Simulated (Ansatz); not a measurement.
Reaction (substitution at a C–C bond): `C#CCOCF` + H–F → `C#CF` + `COCF`

Isolated molecules relaxed with PBE0-D4/def2-TZVP in Ansatz; ΔE leaves out vibrations. CCSD(T)/CBS adds triple-zeta CCSD(T) − MP2 to the extrapolated MP2 energy (def2 sets, frozen cores). This one scheme is used for every species. DFT in def2-TZVPP. One conformer a species, not always the lowest.

Task: Is it downhill or uphill in electronic energy at CCSD(T)/CBS, and by how much? (Best estimate.)

Result: Computed: Uphill: ΔE = +1.29 eV.

Task: What do these levels give: ωB97X-V, B2PLYP, HF/def2-TZVPP, SCS-MP2/def2-TZVPP, CCSD/def2-TZVPP, MP2/CBS(def2)? (Best estimate.)

Result: The calculation gave: ωB97X-V 1.10, B2PLYP 1.14, HF/def2-TZVPP 1.06, SCS-MP2/def2-TZVPP 1.25, CCSD/def2-TZVPP 1.21, MP2/CBS(def2) 1.40 eV.

Largest T1 diagnostic among the species: 0.013.

The D4 term adds +0.08 eV with B3LYP and +0.04 eV with PBE0; it sums over pairs of atoms, weighted by their polarisabilities, and B3LYP, whose exchange is more repulsive, gets the larger term. From PBE to PBE0 (25 % exact exchange), in def2-TZVPP and without D4, ΔE moves by +0.06 eV.

B3LYP here is the variant with VWN-RPA as its local correlation; programs differ in this.
